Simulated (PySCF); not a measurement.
# CH3ClO2S: NMR shifts at several levels of theory, part 2 of 2

PySCF 2.14.0. Atoms count from 0. Earlier steps stand in the parts before.

## (9) Nuclear shieldings: KT2/pcSseg-2

What the job is given:

```
{"job": {"kind": "nmr", "xc": "KT2", "basis": "pcSseg-2", "pop": false}, "charge": 0, "multiplicity": 1}
C     -0.033846     2.480906     1.739613
S      1.705581     2.136695     1.813313
O      2.165778     1.718956     0.509270
O      1.992702     1.378627     3.009224
Cl     2.418587     4.086365     2.128274
H     -0.342777     2.899909     2.703958
H     -0.213257     3.173703     0.909625
H     -0.514207     1.509224     1.556430
```

With the program's defaults for keys left out, this is: GIAO KT2/pcSseg-2 NMR shielding, non-relativistic, gas phase.

The program printed:

```text
coarse grid: 8368 points
cycle   1  E = -1057.8762187704  dE =  1.167e+00  |g| = 1.248e+00  |ddm| = 2.243e+00
cycle   2  E = -1055.8266854848  dE =  2.050e+00  |g| = 3.364e+00  |ddm| = 3.318e+00
cycle   3  E = -1058.1282519662  dE = -2.302e+00  |g| = 3.665e-01  |ddm| = 2.862e+00
cycle   4  E = -1058.1528810535  dE = -2.463e-02  |g| = 2.194e-01  |ddm| = 5.465e-01
cycle   5  E = -1058.1636158079  dE = -1.073e-02  |g| = 7.328e-02  |ddm| = 2.303e-01
cycle   6  E = -1058.1648250463  dE = -1.209e-03  |g| = 1.932e-02  |ddm| = 7.991e-02
cycle   7  E = -1058.1649281724  dE = -1.031e-04  |g| = 6.091e-03  |ddm| = 2.429e-02
cycle   8  E = -1058.1649368198  dE = -8.647e-06  |g| = 1.696e-03  |ddm| = 6.294e-03
final grid: 73232 points
cycle   9  E = -1058.1973967938  dE = -3.387e-04  |g| = 2.407e-02  |ddm| = 5.776e-02
cycle  10  E = -1058.1971061767  dE =  2.906e-04  |g| = 4.123e-02  |ddm| = 4.538e-02
cycle  11  E = -1058.1974346838  dE = -3.285e-04  |g| = 1.277e-02  |ddm| = 4.041e-02
cycle  12  E = -1058.1974660986  dE = -3.141e-05  |g| = 3.567e-03  |ddm| = 9.540e-03
cycle  13  E = -1058.1974691624  dE = -3.064e-06  |g| = 1.068e-03  |ddm| = 3.317e-03
cycle  14  E = -1058.1974693871  dE = -2.247e-07  |g| = 2.754e-04  |ddm| = 8.156e-04
cycle  15  E = -1058.1974693985  dE = -1.141e-08  |g| = 1.386e-04  |ddm| = 2.655e-04
cycle  16  E = -1058.1974694026  dE = -4.104e-09  |g| = 3.008e-05  |ddm| = 1.241e-04
cycle  17  E = -1058.1974694028  dE = -2.201e-10  |g| = 3.447e-06  |ddm| = 2.909e-05
converged SCF energy = -1058.1974694028

GIAO shielding tensors (ppm)
atom      isotropic    diamagn.    paramagn.     s11        s22        s33       span
  0 C      126.646     248.731    -122.085     98.809    101.106    180.023     81.213
  1 S      170.635    1046.611    -875.976     -8.574    120.646    399.833    408.407
  2 O      -16.764     400.334    -417.099    -95.959    -12.026     57.692    153.652
  3 O      -17.274     394.980    -412.254    -96.343    -11.857     56.377    152.719
  4 Cl     274.963    1143.468    -868.506   -127.741    -47.586   1000.215   1127.956
  5 H       27.927      26.963       0.963     25.533     26.853     31.395      5.861
  6 H       27.928      30.256      -2.327     25.503     26.900     31.381      5.879
  7 H       28.173      34.992      -6.819     25.975     26.321     32.223      6.249
```

Wall time 31 s (1 thread of AMD EPYC 7R32, shared host); peak memory 1.1 GiB.

In short: δ C0 55.6, S1 355, O2 341.4, Cl4 668, H5 3.17 ppm (means over like atoms).

## (10) NMR shieldings: KT3/pcSseg-2

Settings changed since step 9:

```diff
@@ -1,2 +1,2 @@
-{"job": {"kind": "nmr", "xc": "KT2", "basis": "pcSseg-2", "pop": false}, "charge": 0, "multiplicity": 1}
+{"job": {"kind": "nmr", "xc": "KT3", "basis": "pcSseg-2", "pop": false}, "charge": 0, "multiplicity": 1}
 C     -0.033846     2.480906     1.739613
```

With the program's defaults for keys left out, this is: GIAO KT3/pcSseg-2 NMR shielding, non-relativistic, gas phase.

The program printed:

```text
coarse grid: 8368 points
cycle   1  E = -1057.0334994000  dE =  1.151e+00  |g| = 1.250e+00  |ddm| = 2.251e+00
cycle   2  E = -1055.0521587536  dE =  1.981e+00  |g| = 3.323e+00  |ddm| = 3.220e+00
cycle   3  E = -1057.2863127994  dE = -2.234e+00  |g| = 3.700e-01  |ddm| = 2.784e+00
cycle   4  E = -1057.3130363848  dE = -2.672e-02  |g| = 2.116e-01  |ddm| = 5.514e-01
cycle   5  E = -1057.3231049422  dE = -1.007e-02  |g| = 7.189e-02  |ddm| = 2.225e-01
cycle   6  E = -1057.3242910395  dE = -1.186e-03  |g| = 1.797e-02  |ddm| = 7.811e-02
cycle   7  E = -1057.3243801660  dE = -8.913e-05  |g| = 5.821e-03  |ddm| = 2.248e-02
cycle   8  E = -1057.3243879467  dE = -7.781e-06  |g| = 1.833e-03  |ddm| = 5.862e-03
final grid: 73232 points
cycle   9  E = -1057.3535196167  dE = -3.156e-04  |g| = 2.948e-02  |ddm| = 5.873e-02
cycle  10  E = -1057.3528840003  dE =  6.356e-04  |g| = 5.852e-02  |ddm| = 6.378e-02
cycle  11  E = -1057.3536147294  dE = -7.307e-04  |g| = 1.267e-02  |ddm| = 5.389e-02
cycle  12  E = -1057.3536421132  dE = -2.738e-05  |g| = 4.358e-03  |ddm| = 8.646e-03
cycle  13  E = -1057.3536468252  dE = -4.712e-06  |g| = 1.151e-03  |ddm| = 4.225e-03
cycle  14  E = -1057.3536470591  dE = -2.338e-07  |g| = 3.821e-04  |ddm| = 8.903e-04
cycle  15  E = -1057.3536470892  dE = -3.010e-08  |g| = 8.383e-05  |ddm| = 3.176e-04
cycle  16  E = -1057.3536470907  dE = -1.497e-09  |g| = 2.436e-05  |ddm| = 8.366e-05
cycle  17  E = -1057.3536470908  dE = -1.314e-10  |g| = 4.807e-06  |ddm| = 2.108e-05
converged SCF energy = -1057.3536470908

GIAO shielding tensors (ppm)
atom      isotropic    diamagn.    paramagn.     s11        s22        s33       span
  0 C      127.612     248.444    -120.833    101.241    103.311    178.283     77.042
  1 S      178.043    1046.941    -868.898      0.208    129.014    404.907    404.700
  2 O       -5.524     401.968    -407.493    -83.185     -0.868     67.480    150.664
  3 O       -6.011     396.153    -402.165    -83.530     -0.703     66.199    149.729
  4 Cl     294.786    1142.983    -848.196   -102.033    -23.320   1009.711   1111.744
  5 H       28.127      26.779       1.348     25.717     27.069     31.595      5.879
  6 H       28.128      30.551      -2.423     25.685     27.117     31.581      5.895
  7 H       28.359      36.138      -7.778     26.139     26.525     32.414      6.275
```

Run time: 31 s. Hardware: 1 thread of AMD EPYC 7R32, shared host; peak memory 1.1 GiB.

In short: δ C0 53.7, S1 348, O2 329.6, Cl4 643, H5 3.15 ppm (means over like atoms).

## (11) NMR shieldings: B97-D/pcSseg-2

Settings changed since step 10:

```diff
@@ -1,2 +1,2 @@
-{"job": {"kind": "nmr", "xc": "KT3", "basis": "pcSseg-2", "pop": false}, "charge": 0, "multiplicity": 1}
+{"job": {"kind": "nmr", "xc": "B97-D", "basis": "pcSseg-2", "pop": false}, "charge": 0, "multiplicity": 1}
 C     -0.033846     2.480906     1.739613
```

Method: GIAO B97-D/pcSseg-2 NMR shielding, non-relativistic, gas phase.

The program printed:

```text
coarse grid: 8368 points
cycle   1  E = -1048.4959475341  dE =  1.141e+00  |g| = 1.261e+00  |ddm| = 2.282e+00
cycle   2  E = -1046.4569178097  dE =  2.039e+00  |g| = 3.409e+00  |ddm| = 3.155e+00
cycle   3  E = -1048.7463053170  dE = -2.289e+00  |g| = 3.732e-01  |ddm| = 2.713e+00
cycle   4  E = -1048.7721833865  dE = -2.588e-02  |g| = 2.246e-01  |ddm| = 5.414e-01
cycle   5  E = -1048.7830510202  dE = -1.087e-02  |g| = 7.224e-02  |ddm| = 2.222e-01
cycle   6  E = -1048.7841831673  dE = -1.132e-03  |g| = 2.044e-02  |ddm| = 7.649e-02
cycle   7  E = -1048.7842964783  dE = -1.133e-04  |g| = 6.720e-03  |ddm| = 2.511e-02
cycle   8  E = -1048.7843070193  dE = -1.054e-05  |g| = 1.421e-03  |ddm| = 6.197e-03
cycle   9  E = -1048.7843072999  dE = -2.805e-07  |g| = 1.002e-03  |ddm| = 1.478e-03
final grid: 73232 points
cycle  10  E = -1048.7837918952  dE = -9.876e-05  |g| = 1.322e-02  |ddm| = 2.997e-02
cycle  11  E = -1048.7837147087  dE =  7.719e-05  |g| = 2.084e-02  |ddm| = 2.597e-02
cycle  12  E = -1048.7838008678  dE = -8.616e-05  |g| = 8.101e-03  |ddm| = 2.240e-02
cycle  13  E = -1048.7838127211  dE = -1.185e-05  |g| = 2.710e-03  |ddm| = 5.638e-03
cycle  14  E = -1048.7838144340  dE = -1.713e-06  |g| = 5.502e-04  |ddm| = 2.420e-03
cycle  15  E = -1048.7838144908  dE = -5.677e-08  |g| = 1.854e-04  |ddm| = 4.414e-04
cycle  16  E = -1048.7838144967  dE = -5.945e-09  |g| = 6.523e-05  |ddm| = 1.533e-04
cycle  17  E = -1048.7838144975  dE = -7.933e-10  |g| = 2.031e-05  |ddm| = 5.185e-05
converged SCF energy = -1048.7838144975

GIAO shielding tensors (ppm)
atom      isotropic    diamagn.    paramagn.     s11        s22        s33       span
  0 C      123.367     249.115    -125.748     95.960     98.068    176.071     80.111
  1 S      132.432    1046.137    -913.704    -53.890     81.432    369.756    423.646
  2 O       -8.990     401.131    -410.121    -87.049     -4.063     64.142    151.191
  3 O       -9.484     395.237    -404.721    -87.392     -3.935     62.876    150.268
  4 Cl     242.919    1142.106    -899.186   -179.187    -97.154   1005.099   1184.286
  5 H       28.124      26.980       1.144     25.829     27.096     31.448      5.618
  6 H       28.126      30.518      -2.393     25.799     27.143     31.435      5.636
  7 H       28.347      35.693      -7.346     26.215     26.571     32.256      6.040
```

Run time: 31 s. Hardware: 1 thread of AMD EPYC 7R32, shared host; peak memory 1.1 GiB.

Key values: δ C0 55.7, S1 371, O2 334.4, Cl4 684, H5 3.20 ppm (means over like atoms).

## (12) Nuclear shieldings: B3LYP/pcSseg-2

Settings changed since step 11:

```diff
@@ -1,2 +1,2 @@
-{"job": {"kind": "nmr", "xc": "B97-D", "basis": "pcSseg-2", "pop": false}, "charge": 0, "multiplicity": 1}
+{"job": {"kind": "nmr", "xc": "B3LYP", "basis": "pcSseg-2", "pop": false}, "charge": 0, "multiplicity": 1}
 C     -0.033846     2.480906     1.739613
```

With the program's defaults for keys left out, this is: GIAO B3LYP/pcSseg-2 NMR shielding, non-relativistic, gas phase.

The program printed:

```text
coarse grid: 8368 points
cycle   1  E = -1048.6276677349  dE =  1.195e+00  |g| = 1.221e+00  |ddm| = 2.252e+00
cycle   2  E = -1047.5386016434  dE =  1.089e+00  |g| = 2.727e+00  |ddm| = 2.338e+00
cycle   3  E = -1048.8787285471  dE = -1.340e+00  |g| = 2.074e-01  |ddm| = 1.797e+00
cycle   4  E = -1048.8866446100  dE = -7.916e-03  |g| = 1.236e-01  |ddm| = 2.853e-01
cycle   5  E = -1048.8898880468  dE = -3.243e-03  |g| = 2.822e-02  |ddm| = 1.058e-01
cycle   6  E = -1048.8900567621  dE = -1.687e-04  |g| = 7.486e-03  |ddm| = 2.766e-02
cycle   7  E = -1048.8900708643  dE = -1.410e-05  |g| = 1.970e-03  |ddm| = 8.407e-03
cycle   8  E = -1048.8900717727  dE = -9.084e-07  |g| = 3.744e-04  |ddm| = 1.852e-03
final grid: 73232 points
cycle   9  E = -1048.8903274855  dE = -3.408e-05  |g| = 3.572e-03  |ddm| = 1.687e-02
cycle  10  E = -1048.8903249099  dE =  2.576e-06  |g| = 4.756e-03  |ddm| = 5.542e-03
cycle  11  E = -1048.8903303384  dE = -5.428e-06  |g| = 7.204e-04  |ddm| = 3.619e-03
cycle  12  E = -1048.8903303970  dE = -5.869e-08  |g| = 4.303e-04  |ddm| = 6.220e-04
cycle  13  E = -1048.8903304280  dE = -3.100e-08  |g| = 1.025e-04  |ddm| = 2.893e-04
cycle  14  E = -1048.8903304298  dE = -1.796e-09  |g| = 4.292e-05  |ddm| = 9.554e-05
cycle  15  E = -1048.8903304302  dE = -3.224e-10  |g| = 1.331e-05  |ddm| = 2.886e-05
converged SCF energy = -1048.8903304302

GIAO shielding tensors (ppm)
atom      isotropic    diamagn.    paramagn.     s11        s22        s33       span
  0 C      122.726     247.303    -124.577     94.705     96.840    176.634     81.929
  1 S      105.711    1043.870    -938.159    -80.389     56.663    340.860    421.249
  2 O       -5.819     400.704    -406.523    -86.365      2.895     66.015    152.380
  3 O       -6.303     394.821    -401.125    -86.714      3.075     64.729    151.443
  4 Cl     240.519    1141.590    -901.071   -189.233   -101.814   1012.604   1201.837
  5 H       28.183      27.319       0.864     25.849     27.126     31.575      5.726
  6 H       28.185      30.431      -2.246     25.819     27.176     31.561      5.743
  7 H       28.392      34.955      -6.563     26.220     26.531     32.425      6.205
```

Run time: 17 s. Hardware: 1 thread of AMD EPYC 7R32, shared host; peak memory 1.2 GiB.

In short: δ C0 56.5, S1 386, O2 331.9, Cl4 687, H5 3.14 ppm (means over like atoms).

## (13) Shielding tensors: PBE0/pcSseg-2

Settings changed since step 12:

```diff
@@ -1,2 +1,2 @@
-{"job": {"kind": "nmr", "xc": "B3LYP", "basis": "pcSseg-2", "pop": false}, "charge": 0, "multiplicity": 1}
+{"job": {"kind": "nmr", "xc": "PBE0", "basis": "pcSseg-2", "pop": false}, "charge": 0, "multiplicity": 1}
 C     -0.033846     2.480906     1.739613
```

Level: GIAO PBE0/pcSseg-2 NMR shielding, non-relativistic, gas phase.

The program printed:

```text
coarse grid: 8368 points
cycle   1  E = -1048.1350893038  dE =  1.186e+00  |g| = 1.124e+00  |ddm| = 2.261e+00
cycle   2  E = -1047.3755800911  dE =  7.595e-01  |g| = 2.339e+00  |ddm| = 2.009e+00
cycle   3  E = -1048.3546338643  dE = -9.791e-01  |g| = 1.555e-01  |ddm| = 1.478e+00
cycle   4  E = -1048.3591441118  dE = -4.510e-03  |g| = 8.910e-02  |ddm| = 2.101e-01
cycle   5  E = -1048.3608406811  dE = -1.697e-03  |g| = 1.934e-02  |ddm| = 7.676e-02
cycle   6  E = -1048.3609220437  dE = -8.136e-05  |g| = 4.921e-03  |ddm| = 1.906e-02
cycle   7  E = -1048.3609279157  dE = -5.872e-06  |g| = 1.231e-03  |ddm| = 5.319e-03
final grid: 73232 points
cycle   8  E = -1048.3643613058  dE = -4.741e-05  |g| = 9.080e-03  |ddm| = 2.073e-02
cycle   9  E = -1048.3643427268  dE =  1.858e-05  |g| = 1.281e-02  |ddm| = 1.263e-02
cycle  10  E = -1048.3643759280  dE = -3.320e-05  |g| = 2.448e-03  |ddm| = 8.644e-03
cycle  11  E = -1048.3643769580  dE = -1.030e-06  |g| = 4.068e-04  |ddm| = 1.566e-03
cycle  12  E = -1048.3643769920  dE = -3.400e-08  |g| = 9.879e-05  |ddm| = 3.261e-04
cycle  13  E = -1048.3643769936  dE = -1.558e-09  |g| = 5.173e-05  |ddm| = 1.049e-04
cycle  14  E = -1048.3643769941  dE = -4.734e-10  |g| = 2.010e-05  |ddm| = 4.034e-05
converged SCF energy = -1048.3643769941

GIAO shielding tensors (ppm)
atom      isotropic    diamagn.    paramagn.     s11        s22        s33       span
  0 C      128.858     248.587    -119.730    101.422    103.893    181.258     79.836
  1 S      129.388    1043.977    -914.589    -53.285     80.736    360.711    413.996
  2 O        2.590     400.060    -397.470    -74.768     11.076     71.462    146.230
  3 O        2.116     394.471    -392.355    -75.114     11.263     70.200    145.314
  4 Cl     280.470    1141.127    -860.656   -126.291    -46.954   1014.657   1140.948
  5 H       28.082      26.843       1.239     25.601     26.982     31.663      6.062
  6 H       28.084      30.291      -2.207     25.571     27.034     31.647      6.076
  7 H       28.281      35.262      -6.981     25.947     26.342     32.555      6.608
```

Wall time 17 s (1 thread of AMD EPYC 7R32, shared host); peak memory 1.2 GiB.

Key values: δ C0 55.3, S1 374, O2 325.8, Cl4 660, H5 3.10 ppm (means over like atoms).

## (14) Nuclear shieldings: mPW1PW91/pcSseg-2

Settings changed since step 13:

```diff
@@ -1,2 +1,2 @@
-{"job": {"kind": "nmr", "xc": "PBE0", "basis": "pcSseg-2", "pop": false}, "charge": 0, "multiplicity": 1}
+{"job": {"kind": "nmr", "xc": "mPW1PW91", "basis": "pcSseg-2", "pop": false}, "charge": 0, "multiplicity": 1}
 C     -0.033846     2.480906     1.739613
```

With the program's defaults for keys left out, this is: GIAO mPW1PW91/pcSseg-2 NMR shielding, non-relativistic, gas phase.

The program printed:

```text
coarse grid: 8368 points
cycle   1  E = -1048.6125261487  dE =  1.191e+00  |g| = 1.144e+00  |ddm| = 2.258e+00
cycle   2  E = -1047.8212078156  dE =  7.913e-01  |g| = 2.384e+00  |ddm| = 2.043e+00
cycle   3  E = -1048.8395438380  dE = -1.018e+00  |g| = 1.589e-01  |ddm| = 1.510e+00
cycle   4  E = -1048.8442583428  dE = -4.715e-03  |g| = 9.096e-02  |ddm| = 2.153e-01
cycle   5  E = -1048.8460127587  dE = -1.754e-03  |g| = 2.012e-02  |ddm| = 7.862e-02
cycle   6  E = -1048.8461001574  dE = -8.740e-05  |g| = 5.095e-03  |ddm| = 1.980e-02
cycle   7  E = -1048.8461065347  dE = -6.377e-06  |g| = 1.262e-03  |ddm| = 5.545e-03
final grid: 73232 points
cycle   8  E = -1048.8484213761  dE = -4.042e-05  |g| = 6.557e-03  |ddm| = 1.926e-02
cycle   9  E = -1048.8484144961  dE =  6.880e-06  |g| = 8.366e-03  |ddm| = 8.665e-03
cycle  10  E = -1048.8484291010  dE = -1.460e-05  |g| = 1.754e-03  |ddm| = 5.703e-03
cycle  11  E = -1048.8484296195  dE = -5.185e-07  |g| = 3.803e-04  |ddm| = 1.173e-03
cycle  12  E = -1048.8484296466  dE = -2.705e-08  |g| = 8.200e-05  |ddm| = 2.687e-04
cycle  13  E = -1048.8484296474  dE = -8.147e-10  |g| = 5.369e-05  |ddm| = 8.252e-05
cycle  14  E = -1048.8484296479  dE = -5.127e-10  |g| = 1.548e-05  |ddm| = 3.651e-05
converged SCF energy = -1048.8484296479

GIAO shielding tensors (ppm)
atom      isotropic    diamagn.    paramagn.     s11        s22        s33       span
  0 C      128.219     248.797    -120.579    100.865    103.352    180.438     79.573
  1 S      124.532    1044.133    -919.602    -58.866     75.970    356.491    415.356
  2 O        2.101     400.155    -398.054    -75.857     10.765     71.397    147.254
  3 O        1.627     394.568    -392.941    -76.204     10.940     70.145    146.349
  4 Cl     275.764    1141.334    -865.570   -134.225    -54.009   1015.525   1149.749
  5 H       28.131      26.759       1.372     25.663     27.037     31.693      6.030
  6 H       28.133      30.262      -2.129     25.633     27.089     31.678      6.045
  7 H       28.326      35.296      -6.970     25.993     26.400     32.584      6.592
```

It took 17 s on 1 thread of AMD EPYC 7R32, shared host; peak memory 1.2 GiB.

Key values: δ C0 55.3, S1 375, O2 325.2, Cl4 662, H5 3.10 ppm (means over like atoms).

## (15) Run by run: NMR shifts

Shifts (ppm), means over like atoms, with basis size and wall time:

| run | C0 | H5 | S1 | O2 | Cl4 | functions | time |
| --- | --- | --- | --- | --- | --- | --- | --- |
| HF/pcSseg-2 | 49.0 | 2.94 | 383 | 256.2 | 542 | 236 | 11 s |
| LDA/pcSseg-2 | 60.2 | 3.26 | 378 | 366.7 | 762 | 236 | 26 s |
| PBE/pcSseg-2 | 56.9 | 3.19 | 364 | 347.2 | 697 | 236 | 31 s |
| BLYP/pcSseg-2 | 57.6 | 3.21 | 379 | 348.5 | 714 | 236 | 31 s |
| BP86/pcSseg-2 | 57.2 | 3.20 | 368 | 345.9 | 702 | 236 | 31 s |
| OPBE/pcSseg-2 | 53.4 | 3.15 | 342 | 329.6 | 644 | 236 | 31 s |
| KT2/pcSseg-2 | 55.6 | 3.17 | 355 | 341.4 | 668 | 236 | 31 s |
| KT3/pcSseg-2 | 53.7 | 3.15 | 348 | 329.6 | 643 | 236 | 31 s |
| B97-D/pcSseg-2 | 55.7 | 3.20 | 371 | 334.4 | 684 | 236 | 31 s |
| B3LYP/pcSseg-2 | 56.5 | 3.14 | 386 | 331.9 | 687 | 236 | 17 s |
| PBE0/pcSseg-2 | 55.3 | 3.10 | 374 | 325.8 | 660 | 236 | 17 s |
| mPW1PW91/pcSseg-2 | 55.3 | 3.10 | 375 | 325.2 | 662 | 236 | 17 s |
| measured | 52.6 | – | – | – | – | – | – |

Measured: solution, not stated per compound (mostly CDCl3 or CCl4); Pretsch, Buehlmann, Badertscher, Structure Determination of Organic Compounds, 4th ed. (2009).

## (16) What came out

This closing draws on all 2 parts.

| quantity | value |
| --- | --- |
| point group | Cs |
| rotational constants (main isotopes) | 4.54, 2.67, 2.59 GHz |
| 13C shifts against TMS (HF/pcSseg-2) | 49.0 ppm |
| 1H shifts against TMS (HF/pcSseg-2, means over atoms taken as alike) | 2.94 ppm |
| 33S shifts against CS2 (HF/pcSseg-2) | 383 ppm |
| 17O shifts against H2O (HF/pcSseg-2, means over atoms taken as alike) | 256.2 ppm |
| 35Cl shifts against HCl (HF/pcSseg-2) | 542 ppm |
| measured, and computed on the same scale | C0 δ 52.6, 49.0 ppm |
| range of the shift of Cl4 | 542 to 762 ppm |

In words: Single values in the summary come from the first run of each kind that ended normally (HF/pcSseg-2), which need not be the best level. The optimisation took 5 steps and gained 0.112 eV; among the close pairs (by a distance rule), S1–Cl4 changed most, from 2.043 to 2.100 Å. No frequency check was run at this level, so the end point may be a saddle. At HF/pcSseg-2: Shielding is most anisotropic at Cl4 (span 1025 ppm, paramagnetic term -738 ppm). The one measured 13C shift is missed by -3.6 ppm (computed less measured, unscaled). Vibration, temperature and solvent are missing from the calculation, so part of the miss against the measured shifts is not the functional's. Across the 12 runs the shift of Cl4 moves most, between 542 (HF/pcSseg-2) and 762 ppm (LDA/pcSseg-2). For the one measured 13C shift, OPBE/pcSseg-2 misses least (0.75 ppm, 31 s) and LDA/pcSseg-2 most (7.57 ppm, 26 s); the quickest, HF/pcSseg-2, misses by 3.64 ppm in 11 s. One molecule ranks no method: errors cancel, and vibration and temperature are missing from all runs.
